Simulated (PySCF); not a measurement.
Species: 3-methyl-1-butene, C5H10.
Geometry (PBE0-D3(BJ)/def2-TZVP, Å), atoms numbered from 1 in this order:
```xyz
15
C5H10 angstrom
C      2.2285   -0.1629   -0.1683
C      1.0388   -0.2742    0.4043
C     -0.2649    0.0962   -0.2288
C     -0.9509    1.2038    0.5657
C     -1.1711   -1.1261   -0.3443
H      2.3365    0.2214   -1.1782
H      3.1377   -0.4500    0.3471
H      0.9718   -0.6647    1.4202
H     -0.0552    0.4704   -1.2377
H     -0.3228    2.0947    0.6267
H     -1.9009    1.4833    0.1031
H     -1.1629    0.8720    1.5866
H     -1.3905   -1.5389    0.6451
H     -0.7015   -1.9124   -0.9387
H     -2.1227   -0.8622   -0.8128
```

Computed, not measured: PySCF, PBE0-D3(BJ)/def2-TZVP geometry optimisation, gas phase.

Take the most abundant isotopes and a rigid rotor. The values belong to one conformer with, in the numbering `[CH2:1]=[CH:2][CH:3]([CH3:4])[CH3:5]`, C1–C2–C3–C4 -118°.

(1) Give the principal moments of inertia and the rotational constants in MHz.

(2) What kind of rotor is it?

(3) What does the inertial defect say?

(4) Give the other two planar moments, Paa and Pbb, and the rms extents of the mass along the axes.

(5) Which types of transition are allowed, and where do some lines up to J = 5 fall?

(6) Estimate the classical rotational partition function at 10 K, 50 K and 298.15 K.

Results:

(1) Ia = 66.39, Ib = 141.04, Ic = 182.35 u·Å²; 505379 MHz·u·Å²/I gives A = 7612, B = 3583, C = 2771 MHz.

(2) An asymmetric top; Ray's κ = -0.665.

(3) Not planar: Δ = Ic − Ia − Ib = -25.08 u·Å². For a rigid frame Δ = −2 Σ m c², so Σ m c² = 12.54 u·Å² lies off the ab plane: 9.02 from hydrogen and 3.53 from heavier atoms. The atom farthest from that plane is 1.50 Å away.

(4) Paa = Σ m a² = (Ib + Ic − Ia)/2 = 128.50 and Pbb = Σ m b² = (Ia + Ic − Ib)/2 = 53.85 u·Å². With the mass M = 70.08 u, the rms extents √(P/M) along a, b and c are 1.35, 0.88, 0.42 Å.

(5) The dipole components are |μa| = 0.36 D, |μb| = 0.00 D, |μc| = 0.06 D; the mirror of this Cs structure is the ac plane, so μb vanishes by symmetry and there are no b-type lines. Intensities carry the squares of the components, which stand as 1.00 : 0.03 (a : c). Some lines, for components of 0.1 D or more:

```
type  branch         J(Ka,Kc)    MHz  lower level (cm⁻¹)
   a       Q  3(2,1) ← 3(2,2)    541               1.864
   a       Q  1(1,0) ← 1(1,1)    812               0.346
   a       R  1(0,1) ← 0(0,0)   6355               0.000
   a       Q  4(1,3) ← 4(1,4)   8051               2.124
   a       R  2(1,2) ← 1(1,1)  11898               0.346
   a       R  2(0,2) ← 1(0,1)  12599               0.212
   a       R  3(1,3) ← 2(1,2)  17782               0.743
   a       R  3(0,3) ← 2(0,2)  18634               0.632
   a       R  3(2,2) ← 2(2,1)  19064               1.228
   a       R  3(2,1) ← 2(2,0)  19494               1.231
   a       R  3(1,2) ← 2(1,1)  20207               0.824
   a       R  4(1,4) ← 3(1,3)  23600               1.336
   a       R  4(2,3) ← 3(2,2)  25332               1.864
   a       R  4(3,2) ← 3(3,1)  25615               2.605
   a       R  4(3,1) ← 3(3,0)  25671               2.606
   a       R  4(1,3) ← 3(1,2)  26790               1.498
   a       R  5(0,5) ← 4(0,4)  29994               2.068
   a       R  5(2,4) ← 4(2,3)  31528               2.709
   a       R  5(4,1) ← 4(4,0)  32025               4.489
   a       R  5(3,2) ← 4(3,1)  32257               3.462
```

(6) Point group Cs, symmetry number σ = 1; q = (√π/σ)·√((kT/h)³/(ABC)), k/h = 20836.6 MHz/K: 613 at 10 K, 6860 at 50 K, 99800 at 298.15 K.

Stationary, but not proved a minimum. These are rigid-rotor constants of the computed structure; measured ground-state constants (B0) also hold zero-point vibration. A rigid rotor knows nothing of internal rotation, which can split or shift real lines.

The run took 42 s wall on Arm Neoverse V2, one thread, shared host with 32 logical CPUs at a one-minute load of 7.6, and the process peaked at 0.88 GiB of memory. These figures are those of the optimisation.
